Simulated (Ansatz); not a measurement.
# AlH₃OS (SMILES [OH][AlH][SH]): single points off equilibrium

How do the functionals fare away from a minimum? The structure is a structure displaced at random from a GFN2-xTB minimum.

Computed with Ansatz 0.2.0, Gaussian basis. Level: single points in def2-TZVPP.

Correlated methods freeze the cores.

### Step 1. Where the work starts

SMILES `[OH][AlH][SH]`, 6 atoms, charge 0, spin multiplicity 1.

Atoms are counted from 1 here; the program's logs count them from 0.

Bond lengths: O1–Al2 1.661 Å, O1–H4 0.938 Å, Al2–S3 2.171 Å, Al2–H5 1.510 Å, S3–H6 1.331 Å. Angles: Al2–O1–H4 178.5°, O1–Al2–S3 121.1°, O1–Al2–H5 118.9°, S3–Al2–H5 119.7°, Al2–S3–H6 95.8°.

Coordinates:

| atom | x (Å) | y (Å) | z (Å) |
| --- | --- | --- | --- |
| O1 | -1.3881 | -0.2299 | -0.9302 |
| Al2 | 0.1259 | -0.0197 | -0.2794 |
| S3 | 0.4551 | -0.1531 | 1.8626 |
| H4 | -2.2372 | -0.3716 | -1.3032 |
| H5 | 1.2576 | 0.4013 | -1.1860 |
| H6 | 1.7702 | 0.0433 | 1.8089 |

### Step 2. CCSD(T)/def2-TZVPP

run/in.yaml reads:

```yaml
crystal:
  periodic: [false, false, false]
  atoms:
    - {symbol: O, position_ang: [-1.388100, -0.229900, -0.930200]}
    - {symbol: Al, position_ang: [0.125900, -0.019700, -0.279400]}
    - {symbol: S, position_ang: [0.455100, -0.153100, 1.862600]}
    - {symbol: H, position_ang: [-2.237200, -0.371600, -1.303200]}
    - {symbol: H, position_ang: [1.257600, 0.401300, -1.186000]}
    - {symbol: H, position_ang: [1.770200, 0.043300, 1.808900]}
basis:
  gaussian: {orbitals: def2-TZVPP}
correlation: {method: ccsd_t}
output: {forces: true}
```

No record of the launch command was kept for these runs.

### Step 3. PBE0-D4/def2-TZVPP

run/in.yaml, as its differences from that of step 2:

```diff
@@ -11,3 +11,3 @@
   gaussian: {orbitals: def2-TZVPP}
-correlation: {method: ccsd_t}
-output: {forces: true}
+hamiltonian: {xc: pbe0, dispersion: d4}
+output: {forces: true, orbitals: {seedname: orbitals}}
```

### Step 4. wB97M-V/def2-TZVPP

run/in.yaml, as its differences from that of step 3:

```diff
@@ -11,3 +11,3 @@
   gaussian: {orbitals: def2-TZVPP}
-hamiltonian: {xc: pbe0, dispersion: d4}
-output: {forces: true, orbitals: {seedname: orbitals}}
+hamiltonian: {xc: {name: wB97M-V}}
+output: {forces: true}
```

### Step 5. r2SCAN-D4/def2-TZVPP

run/in.yaml, as its differences from that of step 4:

```diff
@@ -11,3 +11,3 @@
   gaussian: {orbitals: def2-TZVPP}
-hamiltonian: {xc: {name: wB97M-V}}
+hamiltonian: {xc: r2scan, dispersion: d4}
 output: {forces: true}
```

### Step 6. PBE-D4/def2-TZVPP

run/in.yaml, as its differences from that of step 5:

```diff
@@ -11,3 +11,3 @@
   gaussian: {orbitals: def2-TZVPP}
-hamiltonian: {xc: r2scan, dispersion: d4}
+hamiltonian: {xc: pbe, dispersion: d4}
 output: {forces: true}
```

### Step 7. r2SCANh-D4/def2-TZVPP

run/in.yaml, as its differences from that of step 6:

```diff
@@ -11,3 +11,3 @@
   gaussian: {orbitals: def2-TZVPP}
-hamiltonian: {xc: pbe, dispersion: d4}
+hamiltonian: {xc: {name: r2SCANh}, dispersion: d4}
 output: {forces: true}
```

### Step 8. SPW92/def2-TZVPP

run/in.yaml, as its differences from that of step 7:

```diff
@@ -11,3 +11,3 @@
   gaussian: {orbitals: def2-TZVPP}
-hamiltonian: {xc: {name: r2SCANh}, dispersion: d4}
+hamiltonian: {xc: lda}
 output: {forces: true}
```

(Steps that only read results are left out.)

Q: Predict the outcome of this session. Wanted: energy less free atoms, CCSD(T)/def2-TZVPP; RMS force component; RMS force error; HOMO and LUMO, PBE0-D4; T1 diagnostic.

**Answer**, as computed:

| quantity | value |
| --- | --- |
| energy less free atoms, CCSD(T)/def2-TZVPP | -1867.6 kJ/mol |
| RMS force component | 0.338 to 0.616 eV/Å over the methods |
| RMS force error | PBE0-D4 0.064, wB97M-V 0.054, r2SCAN-D4 0.061, PBE-D4 0.189, r2SCANh-D4 0.062, SPW92 0.326 eV/Å |
| HOMO and LUMO, PBE0-D4 | -7.65 and -0.48 eV |
| T1 diagnostic | 0.011 |

In words: Against CCSD(T) the functionals' energies less atoms differ by -303.7 to -18.2 kJ/mol, PBE-D4 by -50.6 kJ/mol. CCSD(T) in triple zeta still lacks some correlation energy of the bonds, so part of these gaps is its own basis error and they don't rank the functionals. The forces of wB97M-V come nearest to CCSD(T), those of SPW92 are farthest. Frozen-core CCSD(T) forces in triple zeta carry basis errors of their own, and this is one geometry, so small gaps rank nothing.
